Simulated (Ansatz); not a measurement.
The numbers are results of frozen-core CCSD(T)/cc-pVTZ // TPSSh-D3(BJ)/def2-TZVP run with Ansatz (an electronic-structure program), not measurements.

Ansatz 0.2 input:
```yaml
crystal:
  periodic: [false, false, false]
  atoms:
    - { symbol: Cl, position_ang: [2.044969, -0.296409, -0.001236] }
    - { symbol: Al, position_ang: [-0.009066, 0.000835, 0.001013] }
    - { symbol: Cl, position_ang: [-0.77801, 1.928532, 0.000602] }
    - { symbol: Cl, position_ang: [-1.294764, -1.628451, -0.000216] }
basis:
  gaussian: { orbitals: cc-pVTZ }
correlation:
  method: ccsd_t
```

Output:

```
Functional definition: HF
823 factors; integrals over basis functions are off by at most 1.1e-3 eV
mean field evaluation 1: about -44100.5299 eV, gradient 1.9e1 eV
mean field evaluation 2: about -44100.7653 eV, gradient 2.0e1 eV
mean field evaluation 4: about -44101.9881 eV, gradient 1.4e0 eV
mean field evaluation 8: about -44102.0182 eV, gradient 2.5e-5 eV
mean field evaluation 16: about -44100.5299 eV, gradient 1.9e1 eV
mean field -44102.01820112 eV, -1620.7192754695 hartree, gradient 7.6e-7 eV, S^2 0.000000; 0 other end points of the search recorded, 0 dependent functions left out
20 core orbitals not correlated
reference -44102.01820112 eV, -1620.7192754695 hartree; 12, 12 occupied and 104, 104 virtual orbitals, 823 factors
second order -16.97977997 eV of doubles, -0.00000000 eV of singles
cycle   1  -17.88552820 eV  change   -9.1e-1 eV  update   7.1e-2
cycle   2  -18.20852023 eV  change   -3.2e-1 eV  update   1.9e-2
cycle   3  -18.26011429 eV  change   -5.2e-2 eV  update   8.9e-3
cycle   4  -18.25358907 eV  change    6.5e-3 eV  update   2.2e-3
cycle   5  -18.25281857 eV  change    7.7e-4 eV  update   6.9e-4
cycle   6  -18.25274216 eV  change    7.6e-5 eV  update   1.9e-4
cycle   7  -18.25270809 eV  change    3.4e-5 eV  update   5.5e-5
cycle   8  -18.25272673 eV  change   -1.9e-5 eV  update   1.5e-5
perturbative correction -0.75640416 eV, -0.0277973404 hartree
Total energy: -44121.02733201 eV, -1621.4178481449 hartree
```

Cost: about 13 core-seconds (a rough figure).
